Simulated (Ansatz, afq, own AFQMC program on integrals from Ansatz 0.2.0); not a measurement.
SiNH3⁺, doublet in def2-TZVP, levels against CCSDT(Q)

| atom | x (Å) | y (Å) | z (Å) |
| --- | --- | --- | --- |
| N | -0.3082 | -0.4693 | 0.1008 |
| Si | 0.0655 | 1.1719 | 0.4457 |
| H | 0.1466 | -1.0662 | -0.5832 |
| H | -1.0468 | -0.9612 | 0.5944 |
| H | 1.1928 | 1.2511 | -0.5992 |

Connectivity, by distances: NH2–SiH.

Basis def2-TZVP. Only valence electrons are correlated. Ansatz 0.2.0 and our own AFQMC program on the same integrals; the CISD trial comes from CCSD amplitudes, and released means the phaseless constraint is let go. Error bars are statistical, one sigma.

Determinant: UHF, the one that the program's search chose, which needn't be the lowest solution. The geometry is a PBE0/def2-SVP stationary point of this or a neighbouring charge and spin state.

No full CI on the walks' own integrals is used here; CCSDT(Q) serves as the reference and is uncertain by about the last step of the cluster series.

The T1 diagnostic is 0.0226. The weight of the determinant in the CISD state is 0.877, the ⟨S²⟩ of the determinant is 0.775 and the size of the correlated space is 11 electrons in 80 orbitals.

Problem. Estimate: order these by the size of their error in total energy against CCSDT(Q), smallest first.
A. MP2
B. CCSD
C. CCSD(T)
D. phaseless AFQMC with a CISD trial

Solution. D (1.3 ± 0.7 kJ/mol), C (4.5 kJ/mol), B (37.5 kJ/mol), A (96.4 kJ/mol).

Reference: CCSDT(Q), correlation energy -8.757 eV.
